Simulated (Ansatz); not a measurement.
## Strength of the C–C bond: C4H4N2 → 2 C2H2N

Species: C4H4N2 `N#CCCC#N`, singlet; C2H2N `[CH2]C#N`, doublet. 

Shapes, held fixed at every level: PBE0-D4/def2-TZVP. Flexible molecules stand in one conformer, not always the lowest. Programs: Ansatz 0.2.0. The zero-point and thermal change to 298 K, harmonic and unscaled (PBE0-D4/def2-TZVP), is -24.9 kJ/mol.

```
              level                    kind  ΔH(298 K) (kJ/mol)
        HF/def2-SVP            Hartree–Fock              +172.9
      HF/def2-TZVPP            Hartree–Fock              +165.5
B3LYP-D4/def2-TZVPP           global hybrid              +270.2
BHLYP-D4/def2-TZVPP           global hybrid              +269.3
 PBE0-D4/def2-TZVPP           global hybrid              +287.1
 wB97X-V/def2-TZVPP  range-separated hybrid              +306.1
  B2PLYP/def2-TZVPP           double hybrid              +290.7
```

B2PLYP/def2-TZVPP gives ΔH(298 K) = +290.7 kJ/mol; the levels span +165.5 to +306.1. The median of the levels is +270.2. Hartree–Fock misses the correlation of the pair that is broken and comes out low. No measured value is set beside it here. Spin contamination: C2H2N (⟨S²⟩ up to 0.93). Open shells run unrestricted unless RO is named.
